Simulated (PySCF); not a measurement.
phosphine (H3P), SMILES P. Atoms are numbered in the order given.

```xyz
4

P      0.0000     0.0000     0.1290
H     -1.0308    -0.5951    -0.6451
H      0.0000     1.1902    -0.6451
H      1.0308    -0.5951    -0.6451
```

Geometry: PBE0-D3(BJ)/def2-TZVPD.

Level of theory: PySCF with B3LYP/pcJ-2.

Isotropic couplings with Fermi-contact, spin-dipole and both spin-orbit terms, one fixed conformer, no vibrational averaging. Isotopes: 1H, 31P.

Computed spin–spin coupling constants:
```json
[
 {"pair": "P1–H2", "bonds apart": "1", "J (Hz)": "169.1"},
 {"pair": "P1–H3", "bonds apart": "1", "J (Hz)": "169.1"},
 {"pair": "P1–H4", "bonds apart": "1", "J (Hz)": "169.1"},
 {"pair": "H2–H3", "bonds apart": "2", "J (Hz)": "-12.8"},
 {"pair": "H2–H4", "bonds apart": "2", "J (Hz)": "-12.8"},
 {"pair": "H3–H4", "bonds apart": "2", "J (Hz)": "-12.8"}
]
```
